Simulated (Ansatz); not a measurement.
bcc Na, treated with r²SCAN (Ansatz, an electronic-structure program, plane waves, PAW).

Settings: plane-wave cutoff 560 eV, 18×18×18 k mesh, Fermi–Dirac smearing 0.05 eV, scalar-relativistic PAW data made under PBE.

A third-order Birch–Murnaghan fit to the energies gives V0 = 37.664 Å³/atom, B0 = 7.66 GPa, B′ = 3.6.

```json
[
 {"V (Å³/atom)": "35.399", "P (GPa)": "0.532"},
 {"V (Å³/atom)": "36.152", "P (GPa)": "…"},
 {"V (Å³/atom)": "36.905", "P (GPa)": "0.162"},
 {"V (Å³/atom)": "37.658", "P (GPa)": "0.001"},
 {"V (Å³/atom)": "38.411", "P (GPa)": "…"},
 {"V (Å³/atom)": "39.164", "P (GPa)": "…"},
 {"V (Å³/atom)": "39.918", "P (GPa)": "-0.401"}
]
```

Problem. Estimate the withheld pressures from this fit; the answers are the runs' own values.

Solution. 
- 36.152, P (GPa): 0.338
- 38.411, P (GPa): -0.145
- 39.164, P (GPa): -0.279

The formula P = (3/2) B0 (x^(7/3) − x^(5/3)) [1 + (3/4)(B′ − 4)(x^(2/3) − 1)] with x = V0/V meets the computed pressures within 0.01 GPa when these rounded values are put in.

Measured, for comparison: bulk modulus 7.9 GPa (0 K value with the zero-point phonon effect removed, our sources range from 7.63 to 7.91; as tabulated in Mejia-Rodriguez and Trickey (2018), arXiv:1807.09216); equilibrium volume per atom 37.42 Å³/atom (static lattice: zero-point anharmonic expansion removed; as tabulated in Mejia-Rodriguez and Trickey (2018), arXiv:1807.09216). Computed (rounded) less measured: bulk modulus -3 % (inside the range of the sources held), equilibrium volume per atom +0.6 %.

Static lattice: no zero-point or thermal effects.
